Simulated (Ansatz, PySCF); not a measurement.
Gas-phase reaction in SMILES: [PH2] (PH2) -> [PH2-] (an electron is taken up)

Wanted: adiabatic electron affinity (0 K, with zero-point energies), in eV. Positive where the reaction releases energy. Set-up: non-relativistic; no dispersion term unless named; frozen cores in correlated levels; no spin-orbit coupling; six Cartesian d functions in 6-31G* and its kin unless marked 5d; UHF or UKS for open shells. CBS marks a two-point X^-3 extrapolation of the correlation energy; Hartree-Fock from the larger set. Ab initio and DFT rows: single points at B3LYP-D3(BJ) geometries (Ansatz, an electronic-structure program), with unscaled harmonic terms from B3LYP/6-31G* at its own minima. Sets without +, aug- or the D of def2-TZVPD hold no diffuse functions, which anions need.

```
species      coefficient  E at M06-2X/6-31G* (5d) (PySCF), Eh  E at PBE0/def2-TZVPD (Ansatz), Eh  zero-point energy, kcal/mol
-----------  -----------  -----------------------------------  ---------------------------------  ---------------------------
[PH2] (PH2)           +1                           -342.44781                         -342.38113                         8.46
[PH2-]                -1                           -342.47420                         -342.41590                         7.96
```

Coupled cluster (Ansatz) is a level with limits of its own, used here on species with T1 under 0.025 (0.045 for open shells) and stable references: CCSD(T)/CBS(aug-cc-pV(T+d)Z,aug-cc-pV(Q+d)Z). Value to compare with, CCSD(T)/CBS(aug-cc-pV(T+d)Z,aug-cc-pV(Q+d)Z) (Ansatz): 1.28 eV. 1 Eh = 27.2114 eV and 1 eV = 23.0605 kcal/mol.

Problem. Work the quantity out at each level, and compare with CCSD(T)/CBS(aug-cc-pV(T+d)Z,aug-cc-pV(Q+d)Z) (Ansatz).

Solution. 
- M06-2X/6-31G* (5d): the sum of coefficient times E is 0.02639 Eh, or 0.718 eV; the thermal terms add 0.022. Result: 0.74 eV. Its difference against CCSD(T)/CBS(aug-cc-pV(T+d)Z,aug-cc-pV(Q+d)Z) (Ansatz) is -0.54 eV.
- PBE0/def2-TZVPD: the sum of coefficient times E is 0.03477 Eh, or 0.946 eV; the thermal terms add 0.022. Result: 0.97 eV. Its difference against CCSD(T)/CBS(aug-cc-pV(T+d)Z,aug-cc-pV(Q+d)Z) (Ansatz) is -0.31 eV.
